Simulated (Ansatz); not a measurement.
```xyz
11

C     0.9756    0.8632    0.0427
C     0.0272   -0.1438   -0.5372
F    -0.6712    0.4269   -1.5579
F     0.7225   -1.1874   -1.0814
C    -0.9552   -0.7609    0.4391
F    -1.6586    0.2243    1.0866
H     1.6210    1.2401   -0.7508
H     1.5880    0.3986    0.8159
H     0.4141    1.6892    0.4778
H    -0.4108   -1.3543    1.1780
H    -1.6525   -1.3958   -0.1128
```

The species carries charge 0 and has multiplicity 1.

(1) List the PBE/def2-TZVPP orbital energies in eV (Ansatz 0.2.0). (Estimate.)

Answers

(1) Ansatz gave: Occupied: -660.39, -660.29, -660.14, -273.36, -271.29, -269.24, -31.54, -30.35, -29.90, -19.83, -18.03, -15.50, -13.84, -13.39, -12.96, -12.26, -11.78, -10.61, -10.22, -10.05, -9.71, -9.23, -9.17, -8.42, -7.76. Lowest empty: 0.32, 0.82, 1.42, 1.57, 2.28, 2.63, 2.96, 3.15.
